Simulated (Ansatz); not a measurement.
MgMeF (CH3FMg). Charge 0, multiplicity 1. Geometry PBE-D4/def2-TZVP; atoms count from 1.

```xyz
6

Mg   -0.8384   -0.2495   -0.9486
C     0.5138    0.1529    0.5809
H     1.2849   -0.6295    0.6481
H     0.0078    0.2067    1.5567
H     1.0266    1.1129    0.4181
F    -1.9946   -0.5934   -2.2552
```

(1) Estimate the Mulliken populations from the PBE0/def2-TZVP orbitals of Ansatz.

(2) And the Mayer bond orders between bonded heavy atoms (over 0.3)?

Results:

(1) 
```tsv
atom	charge (e)
Mg1	0.92
C2	-0.80
H3	0.15
H4	0.15
H5	0.15
F6	-0.58
```
Mulliken values and Mayer orders depend strongly on the basis.

(2) Mg1–C2 0.88 (2.08 Å); Mg1–F6 0.75 (1.78 Å).
